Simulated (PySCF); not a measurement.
Gas-phase reaction: 2 Si + 4 HF ⇌ 2 SiH₂F + F₂

Computed with PySCF and rigid-rotor harmonic-oscillator thermochemistry at 1 bar. † marks an energy on the PBE0/def2-TZVP geometry and frequencies; other levels use their own. MP2 freezes the core. 6-31G* has spherical d functions here. Open shells (unrestricted): Si (multiplicity 3), SiH₂F (multiplicity 2); the rest are closed-shell singlets. Spin-orbit splitting is ignored; it lowers the true energy and changes the entropy of Si. B3LYP is the form with VWN-RPA correlation. SiH₂F: computed as isolated molecules; such fragments, hydroxides, amides, oligomers or adducts are transient or little studied in the gas. MP2 isn't extrapolated to the basis-set limit.

```tsv
level	ΔH°(298 K), kJ
B3LYP/6-31G*	[?]
B3LYP/def2-TZVP†	-228
HF/def2-TZVP†	-85
MP2/def2-SVP†	[?]
MP2/def2-TZVPP†	-149
PBE/def2-TZVP†	[?]
PBE0/def2-SVP†	-234
r2SCAN/def2-TZVP†	-277
LDA/def2-TZVP†	[?]
```

Problem. Fill in the missing entries.

Solution. 
- B3LYP/6-31G*, ΔH°(298 K), kJ: -350
- MP2/def2-SVP†, ΔH°(298 K), kJ: -141
- PBE/def2-TZVP†, ΔH°(298 K), kJ: -252
- LDA/def2-TZVP†, ΔH°(298 K), kJ: -321
